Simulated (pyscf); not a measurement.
Cl–CH₂–Cl + methyl (CH₃•) → Cl–CH•–Cl + methane (CH₄) (hydrogen abstraction; doublet surface; C–H broken, C–H formed). Optimised with ωB97X-D3(BJ)/def2-SVP in PySCF. Energies in eV from the separated reactants.

```csv
level,barrier,reaction energy
ωB97X-D3(BJ)/def2-TZVP,(withheld),-0.48
PBE/def2-TZVP,(withheld),(withheld)
r²SCAN/def2-TZVP,0.30,-0.49
B3LYP-D3(BJ)/def2-TZVP,0.33,-0.48
PBE0-D3(BJ)/def2-TZVP,0.30,-0.49
ωB97M-D3(BJ)/def2-TZVP,0.47,-0.44
```

Task: Complete the blanks.

Result: 
- ωB97X-D3(BJ)/def2-TZVP, barrier: 0.42
- PBE/def2-TZVP, barrier: 0.16
- PBE/def2-TZVP, reaction energy: -0.58

The functionals in the table span 0.31 eV in this barrier, from PBE to ωB97M-D3(BJ)/def2-TZVP. One saddle was located; it need not be the lowest between these sides. The angle at the transferred H is 175°.
